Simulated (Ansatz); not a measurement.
SiNHF (charge +1), singlet: a single point displaced at random from a GFN2-xTB minimum.

Input (in.yaml):

```yaml
crystal:
  periodic: [false, false, false]
  atoms:
    - {symbol: N, position_ang: [0.784400, -0.245500, -0.596000]}
    - {symbol: Si, position_ang: [-0.306200, 0.265900, 0.440400]}
    - {symbol: F, position_ang: [-1.198100, 0.832200, 1.560000]}
    - {symbol: H, position_ang: [0.755300, -0.829200, -1.423900]}
basis:
  gaussian: {orbitals: def2-TZVPP}
total_charge: 1
correlation: {method: ccsd_t}
output: {forces: true}
```

An equivalent command:

```bash
ansatz run in.yaml --threads 4 --pin off --events-out ev --progress --plain
```

What Ansatz 0.2.0 printed:

```
Functional definition: HF
  name "HF"
  cite "Fock, Z. Phys. 61, 126 (1930) doi:10.1007/BF01340294"
  parent pbe
  exchange = exact_x
  correlation = 0
731 factors; integrals over basis functions are off by at most 7.9e-4 eV
mean field evaluation 1: about -12049.4779 eV, gradient 7.1e1 eV
mean field evaluation 2: about -12049.4800 eV, gradient 7.1e1 eV
mean field evaluation 4: about -12058.1545 eV, gradient 7.2e0 eV
mean field evaluation 8: about -12058.2747 eV, gradient 5.4e-1 eV
mean field evaluation 16: about -12049.4787 eV, gradient 7.1e1 eV
mean field evaluation 32: about -12050.9819 eV, gradient 9.3e-2 eV
mean field -12058.27693221 eV, -443.1335038652 hartree, gradient 1.7e-6 eV, S^2 0.000000; 0 other end points of the search recorded, 0 dependent functions left out; unrestricted orbitals would lower it
7 core orbitals not correlated: weight in the atoms' cores, before any rotation towards them, 1.000 or more for the frozen orbitals, at most 0.000 for the correlated occupied ones
reference -12058.27693221 eV, -443.1335038652 hartree; 8, 8 occupied and 103, 103 virtual orbitals, 731 factors
second order -15.20013661 eV of doubles, -0.00000000 eV of singles
cycle   1  -14.61946431 eV  change    5.8e-1 eV  update   1.2e-1
cycle   2  -15.07145147 eV  change   -4.5e-1 eV  update   4.7e-2
cycle   3  -15.22076155 eV  change   -1.5e-1 eV  update   2.4e-2
cycle   4  -15.20630605 eV  change    1.4e-2 eV  update   6.6e-3
cycle   5  -15.20378909 eV  change    2.5e-3 eV  update   3.0e-3
cycle   6  -15.20618891 eV  change   -2.4e-3 eV  update   1.3e-3
cycle   7  -15.20630337 eV  change   -1.1e-4 eV  update   7.8e-4
cycle   8  -15.20626965 eV  change    3.4e-5 eV  update   3.8e-4
cycle   9  -15.20650918 eV  change   -2.4e-4 eV  update   1.7e-4
cycle  10  -15.20639797 eV  change    1.1e-4 eV  update   6.8e-5
cycle  11  -15.20637894 eV  change    1.9e-5 eV  update   2.4e-5
cycle  12  -15.20640742 eV  change   -2.8e-5 eV  update   9.4e-6
cycle  13  -15.20640984 eV  change   -2.4e-6 eV  update   3.3e-6
cycle  14  -15.20641320 eV  change   -3.4e-6 eV  update   1.5e-6
perturbative correction -0.69388595 eV, -0.0254998381 hartree
the calculation of the forces begins
Total energy: -12074.17723136 eV, -443.7178290812 hartree
Atom 0 at     0.784400    -0.245500    -0.596000 Å, force    -0.596738     1.080244     1.773946 eV/Å
Atom 1 at    -0.306200     0.265900     0.440400 Å, force     0.188806    -1.078073    -1.577752 eV/Å
Atom 2 at    -1.198100     0.832200     1.560000 Å, force     0.661297     0.111951    -0.053644 eV/Å
Atom 3 at     0.755300    -0.829200    -1.423900 Å, force    -0.253365    -0.114122    -0.142551 eV/Å
Dipole moment:     0.003323    -0.130226    -0.207174 e Å
```

Time: 10 s of wall clock on 4 CPU threads; the host was shared. Peak host memory: 0.82 GiB.
